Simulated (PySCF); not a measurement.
## Static response to an electric field

Compound: C5H5F.
Cartesian coordinates in Å at the GFN2-xTB level; atoms count from 1:
```xyz
11
C5H5F angstrom
C     -2.5077    0.3950   -0.0563
C     -1.3237    0.5296   -0.6385
F     -1.2386    1.0957   -1.8687
C     -0.0812    0.1309   -0.0977
C      1.0068   -0.1857    0.3074
C      2.2885   -0.5829    0.8340
H     -2.5894   -0.0506    0.9164
H     -3.4049    0.7278   -0.5451
H      2.3865   -1.6678    0.7934
H      2.3830   -0.2574    1.8697
H      3.0861   -0.1320    0.2445
```

Level: PBE0/def2-SVPD (PySCF), static field, nuclei fixed, core orbitals frozen in the response. The polarisability tensor in these axes (au):

```
x    98.50 -10.75   8.30
y   -10.75  44.82  -5.76
z     8.30  -5.76  51.05
```

Task: Give the principal values, the mean and the anisotropy Δα = √{½[(α1 − α2)² + (α2 − α3)² + (α1 − α3)²]}.

Result: Principal values 40.85, 51.27 and 102.24 au; mean 64.79 au = 9.60 Å³ = 10.68 × 10⁻⁴⁰ C²·m²/J; Δα = 56.90 au (88 % of the mean).

Task: What is the dipole moment, and where does it point?

Result: (1.12, -1.00, 1.86) D, 2.39 D in size, pointing from the negative to the positive side. Measured along this direction, the outermost atoms are F3 at the negative end and H10 at the positive end.

Task: Form Σ f/ω² (atomic units) for the 6 lowest TDDFT singlets, given as eV and f, and set it beside the mean polarisability, which is this sum over all singlets: 5.57, 0.0003; 5.67, 0.3129; 5.84, 0.0002; 6.52, 0.0004; 7.20, 0.0097; 7.24, 0.2895.

Result: They add up to 11.47 au, 17.7 % of the 64.79 au; the largest single term is 7.21 au, from the state at 5.67 eV. Terms in order: 0.01, 7.21, 0.00, 0.01, 0.14, 4.09 au. Higher excitations give the rest. The strengths listed sum to 0.613.

Task: In a dilute gas of rigid molecules at 298 K, how does the orientational term μ²/3kT compare with the electronic polarisability?

Result: In Gaussian units μ²/3kT = 46.31 Å³ against 9.60 Å³, a ratio of 4.82; the Debye molar polarisation (4π/3)N_A(α + μ²/3kT) is 141.0 cm³/mol, leaving out the vibrational part.

Task: What would n − 1 = 2πNα be for an ideal gas of these molecules at 350 K and 1 atm, electronic part alone?

Result: N = p/kT = 2.0968 × 10¹⁹ cm⁻³, so n − 1 = 2π × N × 9.60 × 10⁻²⁴ cm³ = 1265 × 10⁻⁶ at long wavelengths, for an ideal gas.

Task: What are the principal values of the traceless quadrupole moment, Θ = ½Σq(3rr − r²1), about the centre of nuclear charge?

Result: -5.17, -4.92, 10.09 D·Å. The values depend on the origin, since the dipole doesn't vanish. The electronic extent ⟨r²⟩ about the same centre is 761 bohr², a root-mean-square distance of 2.20 Å for the 44 electrons.

Task: Rayleigh depolarisation ratio (linearly polarised light, static tensor)?

Result: ρ = 3Δα²/(45ᾱ² + 4Δα²) = 9714.3/(188892 + 12952.3) = 0.0481.

Geometry: GFN2-xTB; no solvent, vibrations or thermal averaging.

The run behind these numbers computed excited states as well. The run took 18 s of wall time (with the writing of density and orbital grids) on one thread of an Arm Neoverse V1, shared host, and the process peaked at 0.70 GiB of memory.
